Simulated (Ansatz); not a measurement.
**How far each method lies from full CI for SiH⁻, triplet**

Geometry: a PBE0/def2-TZVPD stationary point for this spin.

```xyz
2

Si    0.0000    0.0000    0.0000
H     0.0000    0.0000    1.5594
```

Basis aug-cc-pVDZ; Ansatz 0.2.0. Correlated methods freeze the noble-gas cores, which leaves 6 electrons in 31 orbitals. Prefix R: restricted or restricted open-shell reference; prefix U: unrestricted. Active spaces: valence = (6e, 5o) chosen from the atoms' valence shells.

Full CI is exact within this basis and frozen core; it isn't the basis-set limit. The frozen core follows each run's orbitals, which can shift R against U totals by a few meV.

For open shells CISD is restricted-active-space CI with the open shells as a complete middle space.

- UHF ⟨S²⟩: 2.032
- T1 diagnostic (RCCSD): 0.0222
- largest doubles amplitude (RCCSD): 0.064
- T1 diagnostic (UCCSD): 0.0218

| level | E − E(full CI) (kJ/mol) | share of correlation (%) | wall time |
| --- | --- | --- | --- |
| RHF | 302.2 | 0.00 | – |
| UHF | 288.4 | 4.56 | – |
| RMP2 | 69.9 | 76.86 | – |
| UMP2 | 73.1 | 75.81 | – |
| CISD | 22.0 | 92.70 | 2.9 s |
| RCCSD | 11.9 | 96.05 | – |
| UCCSD | 11.6 | 96.17 | – |
| RCCSD(T) | 2.8 | 99.07 | 4.5 s |
| UCCSD(T) | 2.8 | 99.07 | 5.5 s |
| BCCD(T) | 2.8 | 99.07 | 3.6 s |
| RCCSDT | 0.5 | 99.83 | – |
| UCCSDT | 0.5 | 99.84 | – |
| RCCSDT(Q) | 0.1 | 99.97 | 13 s |
| UCCSDT(Q) | 0.1 | 99.97 | 15 s |
| CASSCF (valence space) | 258.0 | 14.63 | – |
| NEVPT2 (valence space) | 75.4 | 75.06 | 2.6 s |
| NEVPT4(SD) (valence space) | 9.2 | 96.95 | 3.1 s |
| MRCISD (valence space) | 18.0 | 94.04 | – |
| MRCISD+Q (valence space) | -0.8 | 100.27 | 3.1 s |

The correlation energy at full CI, counted from RHF, is -3.132 eV. That run took 2.1 min on 1 thread of AMD EPYC, shared host over 5,037,396 determinants.

Times hold each run's SCF and search for its determinant on a shared host, so for small cases they say little of a method's own cost; they ran on 1 thread of AMD EPYC.

More than 5 meV below full CI, which no variational method can be: MRCISD+Q (valence space).

The full-CI state has the irrep A2 of C2v, in the program's axes (one component, if the state is degenerate).

Natural occupations of full CI about the gap: 1.946 1.909 0.980 0.980 0.043 0.018 0.018 0.017 0.015 0.015; effectively unpaired electrons, Σ n²(2−n)², 2.05.
